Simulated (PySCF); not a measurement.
# CCSD(T)/6-31G run of H3O+ (oxonium)

Aim: the vertical ionisation energy of H3O+ (oxonium) at CCSD(T)/6-31G, from 2 runs. Input form: a Python script.

Program for the calculation: PySCF 2.14.0.

5 further runs of the same task are left out: 5 set aside as unsound or not needed.

### 1 The structure to begin with

H3O+: 4 atoms, total charge +1, spin state singlet. As SMILES, `[OH3+]`. The shape is that of a GFN2-xTB optimisation.

Bond lengths: O1–H2 0.983 Å, O1–H3 0.983 Å, O1–H4 0.984 Å. Angles: H2–O1–H3 112.0°, H2–O1–H4 112.0°, H3–O1–H4 112.0°.

### 2 The energy at CCSD(T)/6-31G

job.py

```python
from pyscf import gto, cc

mol = gto.M(
    atom='''
O      0.196050    -0.061020    -0.056900
H      0.214230     0.919440     0.016470
H     -0.413410    -0.366620    -0.765680
H      0.003130    -0.491800     0.806120
''',
    verbose=4,
    max_memory=1860,
    basis='6-31g',
    charge=1,
    spin=0,
)

mf = mol.RHF()
mf.conv_tol = 1e-10
mf.kernel()
if not mf.converged:
    mf = mf.newton().run(mf.mo_coeff, mf.mo_occ)

mycc = cc.CCSD(mf, frozen=1)
mycc.kernel()
e_t = mycc.ccsd_t()
e_final = mycc.e_tot + e_t
print('Final energy', e_final)
```

Launch:

```bash
$ OMP_NUM_THREADS=1 python job.py
```

Log:

```text
PySCF version 2.14.0

[INPUT] num. atoms = 4
[INPUT] num. electrons = 10
[INPUT] charge = 1
[INPUT] spin (= nelec alpha-beta = 2S) = 0
[INPUT] symmetry False subgroup None
[INPUT] Mole.unit = angstrom
[INPUT] Symbol           X                Y                Z      unit          X                Y                Z       unit  Magmom
[INPUT]  1 O      0.196050000000  -0.061020000000  -0.056900000000 AA    0.370480806721  -0.115311088121  -0.107525416488 Bohr   0.0
[INPUT]  2 H      0.214230000000   0.919440000000   0.016470000000 AA    0.404836027666   1.737489787970   0.031123789272 Bohr   0.0
[INPUT]  3 H     -0.413410000000  -0.366620000000  -0.765680000000 AA   -0.781231677156  -0.692811391788  -1.446925499057 Bohr   0.0
[INPUT]  4 H      0.003130000000  -0.491800000000   0.806120000000 AA    0.005914842770  -0.929367308061   1.523346023534 Bohr   0.0

[... 42 lines left out ...]
converged SCF energy = -76.266771867587
[... 12 lines left out ...]
Init t2, MP2 energy = -76.3967653557679  E_corr(MP2) -0.129993488180859
[... 10 lines left out ...]
CCSD converged
[... 2 lines left out ...]
Final energy -76.4057750585068
```

Wall time 0.64 s (1 thread of Arm Neoverse V2, shared host); peak memory 0.12 GiB.

### 3 Doublet [H3O]2+ at the same level

job.py

```python
from pyscf import gto, cc

molecule = gto.M(
    atom=[
    ('O', (0.196050, -0.061020, -0.056900)),
    ('H', (0.214230, 0.919440, 0.016470)),
    ('H', (-0.413410, -0.366620, -0.765680)),
    ('H', (0.003130, -0.491800, 0.806120)),
],
    verbose=3,
    spin=1,
    charge=2,
    max_memory=1860,
    basis='6-31g',
)

mf = molecule.UHF()
mf.conv_tol = 1e-10
mf.kernel()
if not mf.converged:
    mf = mf.newton().run(mf.mo_coeff, mf.mo_occ)

mycc = cc.CCSD(mf, frozen=1)
mycc.kernel()
e_t = mycc.ccsd_t()
e_final = mycc.e_tot + e_t
print('E(%s) = %.9f' % ('CCSD(T)', e_final))
```

Launch:

```bash
$ OMP_NUM_THREADS=1 python job.py
```

Log:

```text
converged SCF energy = -75.41742311849  <S^2> = 0.75559642  2S+1 = 2.0055886
E(UCCSD) = -75.52055207367643  E_corr = -0.103128955186391
UCCSD(T) correction = -0.000747875212156779
E(CCSD(T)) = -75.521299949
```

Wall time 0.62 s (1 thread of Arm Neoverse V2, shared host); peak memory 0.12 GiB.

### 4 Results

Level: CCSD(T)/6-31G, 1 core orbital frozen.

```
                                                                   quantity         value
                                                 singlet H3O+: total energy  -76.40578 Eh
                          singlet H3O+: HOMO energy (Hartree–Fock orbitals)     -25.83 eV
                          singlet H3O+: LUMO energy (Hartree–Fock orbitals)      -3.30 eV
                        singlet H3O+: HOMO–LUMO gap (Hartree–Fock orbitals)      22.54 eV
                   singlet H3O+: correlation energy (1 core orbital frozen)    -139.0 mEh
                                               singlet H3O+: (T) correction     -1.06 mEh
                                                singlet H3O+: T1 diagnostic         0.007
                                              doublet [H3O]2+: total energy  -75.52130 Eh
doublet [H3O]2+: HOMO energy (Hartree–Fock orbitals) (highest over α and β)     -43.75 eV
 doublet [H3O]2+: LUMO energy (Hartree–Fock orbitals) (lowest over α and β)     -20.85 eV
                doublet [H3O]2+: correlation energy (1 core orbital frozen)    -103.9 mEh
                                            doublet [H3O]2+: (T) correction     -0.75 mEh
                         doublet [H3O]2+: ⟨S²⟩ of the reference determinant         0.756
                                             doublet [H3O]2+: T1 diagnostic         0.008
                       vertical ionisation energy (to the doublet dication)     24.068 eV
```

In words: Removing an electron at fixed nuclei costs 24.07 eV (2322 kJ/mol). The triples (singlet H3O+) make up 0.8 % of the correlation energy. The triples (doublet [H3O]2+) make up 0.7 % of the correlation energy.
